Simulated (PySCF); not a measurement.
C6H7 (doublet state).
Cartesian coordinates in Å at the GFN2-xTB level; atoms count from 1:
```
atom  x, y, z in Å
C1     3.0626   -0.3376    0.3686
C2     1.7565   -0.1380    0.1677
C3     0.5535    0.0547   -0.0245
C4    -0.8059    0.2476   -0.2230
C5    -1.2626    1.2391   -1.0167
C6    -1.7327   -0.7000    0.4879
H7     3.4101   -1.1327    1.0053
H8     3.7987    0.2916   -0.1011
H9    -2.3164    1.3909   -1.1724
H10   -0.5887    1.9106   -1.5195
H11   -2.7693   -0.4608    0.2649
H12   -1.5309   -1.7253    0.1800
H13   -1.5792   -0.6395    1.5648
```

The hyperfine couplings belong to this conformer and change with its torsions.

As a line formula: `C(=C)=[C]C(=C)C` [radical].

Computed, not measured: UKS B3LYP, pcH-1 on C H, non-relativistic, mean-field spin-orbit, GIAO in PySCF. Geometry: GFN2-xTB; no solvent, vibrations or thermal averaging. A GFN2-xTB geometry isn't a minimum of the functional, and hyperfine couplings can be far from their values at a DFT geometry. Stability of the SCF solution: not tested. ⟨S²⟩ is 0.788 where a pure state has 0.75.

Largest spin populations (Mulliken): C1 (+0.65), C3 (+0.47), C5 (+0.41) and C2 (-0.24). Three atoms exceed +0.15. The angles at C1 add up to 360.0°, so it is planar; its axial dipolar tensor and the negative couplings of its protons fit spin in a p orbital normal to that plane.

(1) McConnell's relation a(H) = Q·ρ ties the coupling of a proton on a planar π carbon to the spin population of that carbon. What Q do the computed values give?

Results:

(1) 
```tsv
H	C	ρ(C)	a(H) (G)	a/ρ (G)
H7	C1	+0.650	-15.66	-24.1
H8	C1	+0.650	-15.70	-24.2
H9	C5	+0.410	-8.81	-21.5
H10	C5	+0.410	-8.58	-20.9
```

A least-squares line through the origin gives Q = -23.3 G with Mulliken populations. In McConnell's picture π spin on carbon polarises the C–H bond and leaves opposite spin at the proton, which makes Q negative, as found here.

Couplings in gauss use g_iso = 2.0027.

The SMILES draws the unpaired electron on C3; the largest computed Mulliken spin population is on C1 (0.65 against 0.47).
